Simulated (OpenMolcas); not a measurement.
**[NO2]+ (SMILES O=[N+]=O): CCSD(T)/def2-SVP**

Aim: the vertical ionisation energy of [NO2]+ at CCSD(T)/def2-SVP, from 2 runs. 

The calculation is run with OpenMolcas 26.06.

1 further run of the same task is left out (set aside as unsound or not needed).

### 1 The structure to begin with

[NO2]+ has 3 atoms, charge +1, and is taken as a singlet. SMILES: `O=[N+]=O`. The shape is that of a GFN2-xTB optimisation.

Bond lengths: O1–N2 1.091 Å, N2–O3 1.091 Å. Angles: O1–N2–O3 180.0°.

### 2 A single-point energy at CCSD(T)/def2-SVP

Contents of job.input:

```
&gateway
baslib=$CurrDir
coord
3
angstrom
O       -0.563200       0.911190      -0.206000
N       -0.000010      -0.000010       0.000000
O        0.563210      -0.911180       0.206000
basis=def2-SVP
group=NoSym
&seward
&scf
charge=1
prorbitals=0
&rasscf
fileorb=$Project.ScfOrb
spin=1
nactel=0 0 0
inactive=11
ras2=0
outorbitals=Canonical
orblisting=Nothing
&motra
jobiph
frozen=3
&ccsdt
cct
triples=2
iterations=50
extrapolation=5 4
```

The basis set def2-SVP is read from a file made from the Basis Set Exchange's data (not shown).

Command:

```
$ export MOLCAS_MEM=1860
$ pymolcas job.input > job.log
```

Output:

```text
--- Start Module: gateway ---
[...]
--- Stop Module: gateway /rc=_RC_ALL_IS_WELL_ ---
[...]
      Basis functions           42
[...]
       Convergence after  13 Iterations
[...]
::    Total SCF energy                               -203.5159023341
[...]
      Total spin, S                                     0.0000000000
[...]
      Number of active orbitals                  0
[...]
      Spin quantum number                      0.0
[...]
      Active orbitals                            0
[...]
      Number of CSFs                             1
[...]
      Number of root(s) required                 1
[...]
      Convergence after  4 iterations
[...]
      Natural orbitals and occupation numbers for root  1
      ************************************************************************************************************************
      *                                                    Final results                                                     *
      ************************************************************************************************************************
[...]
::    RASSCF root number  1 Total energy:   -203.51590233
[...]
      Total electronic charge=   22.000000
      Total            charge=    1.000000
[...]
      Dipole Moment (debye):
      Origin of the operator (angstrom)=    0.0000    0.0000    0.0000
                   X= -7.9551E-06               Y= -8.9735E-05               Z=  1.1426E-05           Total=  9.0808E-05
      Center of Charge (angstrom)
[...]
--- Start Module: motra ---
[...]
      *** WARNING: Default frozen orbitals is overwritten by user input.
      *** Default values:   3
[...]
--- Stop Module: motra /rc=_RC_ALL_IS_WELL_ ---
--- Start Module: ccsdt ---
[...]
      Convergence after                    14  Iterations
      Total energy (diff) :    -204.04967281       0.00000002
[...]
 METHOD                       : CCSD+T(CCSD)+<T3(1)WT1> = CCSD(T)
[...]
       CCSD     =      -204.0496728106388
[...]
--- Stop Module: ccsdt /rc=_RC_ALL_IS_WELL_ ---
[...]
```

Wall time 4.5 s (1 thread of Arm Neoverse V2, shared host); peak memory 0.38 GiB.

### 3 Doublet [NO2]2+

Contents of job.input:

```
* NO2 CCSD(T)

&GATEWAY
 BASLIB
 $CurrDir
 COORD
 3
 angstrom
 O       -0.563200       0.911190      -0.206000
 N       -0.000010      -0.000010       0.000000
 O        0.563210      -0.911180       0.206000
 BASIS
 def2-SVP
 GROUP
 NoSym

&SEWARD

&SCF
 UHF
 CHARGE
 2
 SPIN
 2
 PRORBITALS
 0

&RASSCF
 FILEORB
 $Project.UnaOrb
 SPIN
 2
 NACTEL
 1 0 0
 INACTIVE
 10
 RAS2
 1
 OUTORBITALS
 Canonical
 ORBLISTING
 Nothing

&MOTRA
 JOBIPH
 FROZEN
 3

&CCSDT
 CCT
 TRIPLES
 3
 ITERATIONS
 50
 EXTRAPOLATION
 5 4
```

The basis set def2-SVP is read from a file made from the Basis Set Exchange's data (not shown).

Command:

```
$ export MOLCAS_MEM=1860
$ pymolcas job.input > job.log
```

Output:

```text
--- Start Module: gateway ---
[...]
--- Stop Module: gateway /rc=_RC_ALL_IS_WELL_ ---
[...]
      Basis functions           42
[...]
       Convergence after  23 Iterations
[...]
::    Total SCF energy                               -202.6669149749
[...]
      Total spin, S                                     0.6024924479
[...]
      Number of active orbitals                  1
[...]
      Spin quantum number                      0.5
[...]
      Active orbitals                            1
[...]
      Number of CSFs                             1
[...]
      Number of root(s) required                 1
[...]
      Convergence after 10 iterations
[...]
      printout of CI-coefficients larger than  0.05 for root  1
      energy=    -202.624407
      conf/sym  1     Coeff  Weight
             1  u   1.00000 1.00000
      Natural orbitals and occupation numbers for root  1
      sym 1:   1.000000
      ************************************************************************************************************************
      *                                                    Final results                                                     *
[...]
::    RASSCF root number  1 Total energy:   -202.62440726
[...]
      Total electronic charge=   21.000000
      Total            charge=    2.000000
[...]
      Dipole Moment (debye):
      Origin of the operator (angstrom)=    0.0000    0.0000    0.0000
                   X= -5.0863E-05               Y=  4.6687E-06               Z= -7.7604E-06           Total=  5.1663E-05
      Center of Charge (angstrom)
[...]
--- Start Module: motra ---
[...]
      *** WARNING: Default frozen orbitals is overwritten by user input.
      *** Default values:   3
[...]
--- Stop Module: motra /rc=_RC_ALL_IS_WELL_ ---
--- Start Module: ccsdt ---
[...]
      Convergence after                    15  Iterations
      Total energy (diff) :    -203.14944701       0.00000007
[...]
 METHOD                       : CCSD+T(CCSD)+<T3(1)WT1>+<T3(1)UT2> = CCSD(T)
[...]
       CCSD     =      -203.1494470058180
[...]
--- Stop Module: ccsdt /rc=_RC_ALL_IS_WELL_ ---
[...]
```

Wall time 5.4 s (1 thread of Arm Neoverse V2, shared host); peak memory 0.38 GiB.

### 4 Summary of results

At CCSD(T)/def2-SVP, 3 core orbitals frozen:

```
                                                   quantity          value
                               singlet [NO2]+: total energy  -204.07604 Eh
        singlet [NO2]+: HOMO energy (Hartree–Fock orbitals)      -25.45 eV
        singlet [NO2]+: LUMO energy (Hartree–Fock orbitals)       -5.96 eV
      singlet [NO2]+: HOMO–LUMO gap (Hartree–Fock orbitals)       19.49 eV
singlet [NO2]+: correlation energy (3 core orbitals frozen)     -560.1 mEh
                             singlet [NO2]+: (T) correction     -26.37 mEh
                              doublet [NO2]2+: total energy  -203.17328 Eh
                            doublet [NO2]2+: (T) correction     -23.84 mEh
       vertical ionisation energy (to the doublet dication)      24.565 eV
```

What this shows: Removing an electron at fixed nuclei costs 24.57 eV (2370 kJ/mol). The triples (singlet [NO2]+) make up 4.7 % of the correlation energy.
